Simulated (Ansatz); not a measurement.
System: pyrite PtSb2. Method: PBE0 (PAW; Ansatz, an electronic-structure program).

Settings: plane-wave cutoff 460 eV, 4×4×4 k mesh, Fermi–Dirac smearing 0.01 eV, scalar-relativistic PAW data made under PBE.

Cell (measured lattice):

```
CELL_PARAMETERS angstrom
      6.44000     0.00000     0.00000
      0.00000     6.44000     0.00000
      0.00000     0.00000     6.44000
ATOMIC_POSITIONS crystal
  Sb 0.62544 0.87456 0.12544
  Sb 0.12544 0.62544 0.87456
  Sb 0.62544 0.62544 0.62544
  Sb 0.37456 0.37456 0.37456
  Sb 0.87456 0.12544 0.62544
  Sb 0.87456 0.37456 0.12544
  Sb 0.12544 0.87456 0.37456
  Sb 0.37456 0.12544 0.87456
  Pt 0.00000 0.50000 0.50000
  Pt 0.50000 0.00000 0.50000
  Pt 0.00000 0.00000 0.00000
  Pt 0.50000 0.50000 0.00000
```

Question: Estimate the band gap, smallest direct gap on the k points sampled and Γ–Γ gap that the calculation returns.

Answer: 
- band gap = 0.64 eV (on the SCF k mesh)
- smallest direct gap on the k points sampled = 0.98 eV
- Γ–Γ gap = 1.28 eV

Note: cell and atoms aren't relaxed at this level (largest force component 0.12 eV/Å, pressure 1.2 GPa).

Spin–orbit coupling is not included; with these elements it can move the gap by several tenths of an eV or more.

The computed numbers hold no vibrational or temperature effects.

It cost about 16 core-minutes (a rough figure) of CPU time.
